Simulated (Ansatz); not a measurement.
`COC1=CC1` at its PBE0-D4/def2-TZVP geometry, where that method's forces vanish. Total charge 0; spin multiplicity 1.

```xyz
11

C     0.1901    0.1176   -1.8736
O     0.8703   -0.3301   -0.7073
C     0.1899   -0.1337    0.4026
C    -0.8552    0.2870    1.0333
C     0.2753   -0.3338    1.8537
H     0.8449   -0.0932   -2.7166
H    -0.0055    1.1915   -1.8111
H    -0.7558   -0.4179   -1.9914
H    -1.8285    0.7380    1.0856
H     0.1512   -1.3355    2.2717
H     0.9233    0.3101    2.4531
```

Q: What forces (eV/Å) does ωB97M-V/def2-TZVPP give on these atoms in the Gaussian-basis code of Ansatz? (Estimate.)

A: Ansatz gave: 
```
C1  -0.130  0.085 -0.220
O2   0.266 -0.112 -0.117
C3  -0.284  0.111  0.206
C4  -0.112  0.072 -0.178
C5   0.193 -0.129  0.347
H6  -0.066  0.022  0.072
H7   0.015 -0.089 -0.004
H8   0.078  0.045  0.012
H9   0.091 -0.041 -0.011
H10  0.011  0.095 -0.045
H11 -0.062 -0.059 -0.061
```
